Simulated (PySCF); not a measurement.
Species: silanimine, H₃NSi.
SMILES with atom numbers: `[NH:1]=[SiH2:2]` (hydrogens: H3 on N1; H4, H5 on Si2)

The same species was optimised twice, with GFN2-xTB and with PBE0-D3(BJ)/def2-SVP (PySCF), and the same property calculations (PySCF, gas phase) were run on both structures.

```csv
coordinate,GFN2-xTB,PBE0-D3(BJ)/def2-SVP,change
Si2–H4 (Å),1.465,1.497,+0.032
Si2–H5 (Å),1.452,1.482,+0.030
N1–H3 (Å),1.009,1.019,+0.010
N1=Si2 (Å),1.608,1.603,-0.005
N1–Si2–H4 (°),135.3,129.6,-5.7
Si2–N1–H3 (°),125.7,120.5,-5.2
N1–Si2–H5 (°),114.5,118.1,+3.6
H4–Si2–H5 (°),110.2,112.3,+2.1
```

Rotational constants: A = 146790, B = 16428, C = 14775 MHz (GFN2-xTB) against A = 134300, B = 16668, C = 14828 MHz (PBE0-D3(BJ)/def2-SVP). Point groups within 0.08 Å: Cs and Cs. Atoms that the bonding makes alike are paired by their places after alignment.

On the GFN2-xTB structure: HOMO (eV) -7.55 [PBE0/pcSseg-1]; LUMO (eV) -1.56 [PBE0/pcSseg-1]; dipole (D) 2.34 [PBE0/pcSseg-1]; GIAO shielding of N1 (ppm) -37.5 [PBE0/pcSseg-1]; GIAO shielding of Si2 (ppm) 277.6 [PBE0/pcSseg-1].

Problem. What do these properties become on the PBE0-D3(BJ)/def2-SVP structure?

Solution. 
| property | level | on GFN2-xTB | on PBE0-D3(BJ)/def2-SVP | change |
| --- | --- | --- | --- | --- |
| HOMO (eV) | PBE0/pcSseg-1 | -7.55 | -7.62 | -0.07 |
| LUMO (eV) | PBE0/pcSseg-1 | -1.56 | -1.55 | +0.01 |
| dipole (D) | PBE0/pcSseg-1 | 2.34 | 2.39 | +0.05 |
| energy, GFN2-xTB geometry as zero (kcal/mol) | PBE0/pcSseg-1 | 0.0 | -0.9 | -0.9 |
| GIAO shielding of N1 (ppm) | PBE0/pcSseg-1 | -37.5 | -47.6 | -10.1 |
| GIAO shielding of Si2 (ppm) | PBE0/pcSseg-1 | 277.6 | 269.1 | -8.5 |

The heavy atoms differ by 0.003 Å rms after alignment. Among all bonds Si2–H4 changes most (+0.032 Å). Changes are differences of the printed values. Neither structure is proved a minimum here.
